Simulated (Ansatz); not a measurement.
Predict the output of the script below (Ansatz 0.2.0, Python API).

`pa_ch3bo.py`
```python
"""Proton affinity of CH3BO at one site."""

import ansatz as az
from ase import Atoms
import numpy as np

SETTINGS = {
    "basis": "cc-pVDZ",
    "functional": "b3lyp",
    "charge": 1,
    "fmax": 0.01,
}


def main() -> None:
    atoms = Atoms(["B", "C", "O", "H", "H", "H"], positions=[
        (-0.4435, 0.0191, -0.593),
        (0.4871, -0.1154, 0.5943),
        (0.6353, 0.8049, 1.3669),
        (-0.5872, -0.8143, -1.3676),
        (-1.0665, 1.0768, -0.776),
        (1.0168, -1.0352, 0.7292),
    ])
    geometry = az.Crystal.molecule_from_ase(atoms)

    model = (
        geometry.calculation()
        .basis(gaussian=SETTINGS["basis"])
        .functional(SETTINGS["functional"])
    )
    symbols = [site.symbol for site in geometry.cartesian_sites]
    start = np.array([site.position_ang for site in geometry.cartesian_sites], dtype=float)
    report = model.relax(force_tolerance=0.01).run(threads=1).report
    end = np.array(report["positions_ang"])

    # start the new hydrogen opposite the existing bonds
    away = sum((end[2] - end[j]) / np.linalg.norm(end[2] - end[j]) for j in [1]) + np.array([0.15, 0.1, -0.2])
    proton = end[2] + 1.0 * away / np.linalg.norm(away)
    acid = az.Crystal.molecule()
    for symbol, place in zip(symbols, end):
        acid = acid.atom(symbol, place.tolist())
    acid = acid.atom("H", proton.tolist())
    protonated = (
        acid.calculation()
        .basis(gaussian=SETTINGS["basis"])
        .functional(SETTINGS["functional"])
        .charge(SETTINGS["charge"])
        .relax(force_tolerance=SETTINGS["fmax"], max_steps=80)
    )
    after = protonated.run(threads=1).report
    xyz = np.array(after["positions_ang"])
    reach = np.linalg.norm(xyz[:-1] - xyz[-1], axis=1)
    print(f"base {report['free_energy_ev']:.5f} eV, protonated {after['free_energy_ev']:.5f} eV")
    print(f"the proton ends {reach.min():.3f} A from {symbols[reach.argmin()]}{reach.argmin()}")
    print(f"electronic proton affinity {23.060548 * (report['free_energy_ev'] - after['free_energy_ev']):.1f} kcal/mol")


if __name__ == "__main__":
    main()
```

```console
$ python pa_ch3bo.py
base -3807.90324 eV, protonated -3816.14325 eV
the proton ends 0.985 A from O2
electronic proton affinity 190.0 kcal/mol
```

Caveats:
- Total energies depend on the basis set; only differences at equal settings carry meaning.
- The proton is put on one chosen atom, which needn't be the most basic site, so the molecule's proton affinity can be higher; the ends are stationary points, not checked by frequencies, and zero-point and thermal terms count only where printed.
- b3lyp holds the VWN-RPA fit, as in Gaussian; the form of ORCA and Turbomole is b3lyp5.
- It ran for 48 s on 1 thread of Arm Neoverse V2, on a shared host, peak memory 0.2 GiB.
